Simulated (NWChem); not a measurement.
Molecule: LiF; SMILES [Li][F]

Computed with NWChem. The geometry was optimised at PBE0-D3(BJ)/def2-TZVP.

Q: What does the run give for LC-wPBE (HJS exchange hole, range parameter 0.4 per bohr)/def2-SVP? Quantities: highest occupied level (eV); orbital gap (eV); dipole (D).

A: The highest occupied level (eV) is -10.14 and the orbital gap (eV) is 10.27. The dipole (D) is 5.66.
